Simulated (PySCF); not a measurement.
Rows and methods have been separated. Pair them.

Compound: C₃H₅N₃.
Bonds: C1–N2, N2–C3 (aromatic), C3–N4 (aromatic), N4–C5 (aromatic), C5–N6 (aromatic), N2–N6 (aromatic). Hydrogens: H7, H8, H9 on C1; H10 on C3; H11 on C5.

The closed-shell ground state was solved 5 times with PySCF (density fitting, gas phase), always in the pcSseg-2 basis (286 functions), with these functionals: B97-2, BHandHLYP, CAM-B3LYP, LC-wPBE and wB97X-D. Geometry: PBE0-D3(BJ)/def2-SVP; no solvent, vibrations or thermal averaging.

```
row  total energy (Eh)  HOMO (eV)  LUMO (eV)  dipole (D)
  P          -281.5683      -7.40      -0.05        3.34
  Q          -281.5735      -9.50       1.81        3.40
  R          -281.4952      -8.63       0.87        3.39
  S          -281.4895     -10.37       2.13        3.45
  T          -281.5404      -9.01       1.04        3.41
```

Problem. Which functional belongs to which row?

Solution. P = B97-2, Q = wB97X-D, R = BHandHLYP, S = LC-wPBE, T = CAM-B3LYP. By rising HOMO–LUMO gap: B97-2 (global hybrid, 21 % exact exchange) 7.35 eV; BHandHLYP (global hybrid, 50 % exact exchange) 9.50 eV; CAM-B3LYP (range-separated hybrid) 10.05 eV; wB97X-D (range-separated hybrid) 11.31 eV; LC-wPBE (range-separated hybrid) 12.50 eV. Total energies of different functionals aren't bounds to one another; each is stationary for its own functional.

The pairwise dispersion term of wB97X-D wasn't added to the energies; at a given geometry it leaves orbitals and properties as they are.
